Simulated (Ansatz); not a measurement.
## Worked example: the enthalpy of formation of C3H6 (propene)

C3H6: 9 atoms, total charge 0, spin state singlet. SMILES: `C=CC`. The shape is that of a PBE0-D4/def2-TZVP optimisation.

Total energies at MP2/cc-pVDZ, 3 core orbitals frozen (Ansatz 0.2.0); the atoms run unrestricted:

```tsv
species	state	energy (Eh)
C3H6	singlet	-117.499289
C	triplet	-37.738310
H	doublet	-0.499278
```

Harmonic wavenumbers at PBE0-D4/def2-TZVP, in cm⁻¹: 208, 423, 592, 941, 942, 947, 1029, 1069, 1193, 1326, 1398, 1444, 1470, 1484, 1730, 3038, 3093, 3125, 3146, 3154, 3238.

Measured heats of formation of the gaseous atoms at 298.15 K, in kJ/mol: C 716.9, H 218.0. Take 1 Eh = 2625.50 kJ/mol, 1 cm⁻¹ = 0.0119627 kJ/mol, RT = 2.479 kJ/mol.

**Question.** Work out the heat of formation of the gas at 298 K.

**Answer.** 
1. Electronic atomisation energy: 3 × (-37.738310) + 6 × (-0.499278) − (-117.499289) = 1.288691 Eh = 3383.5 kJ/mol.
2. Zero-point energy: half the sum of the wavenumbers, 17495 cm⁻¹ = 209.3 kJ/mol.
3. Thermal vibrational enthalpy, Σ hcν̃/(exp(hcν̃/kT) − 1): 3.3 kJ/mol. Translation, rotation and pV of a non-linear molecule: 4 RT = 9.9 kJ/mol.
4. The 9 free atoms carry 5/2 RT each: 55.8 kJ/mol.
5. Spin-orbit coupling lowers the free atoms by 3 × 0.02 = 0.1 kJ/mol.
6. Atomisation enthalpy at 298 K: 3383.5 − 0.1 − 209.3 − 3.3 − 9.9 + 55.8 = 3216.7 kJ/mol.
7. Sum of the atoms' heats of formation: 3458.7 kJ/mol. Heat of formation: 3458.7 − 3216.7 = +242.0 kJ/mol.

The tabulated value is +20.4 kJ/mol (Active Thermochemical Tables), so this level is off by +221.6 kJ/mol, or 6.4 % of the atomisation enthalpy. Perturbation theory converges slowly with the basis for atomisation. A double-zeta basis underbinds. Anharmonicity and any spin-orbit splitting of the molecule are left out, and so is core correlation.
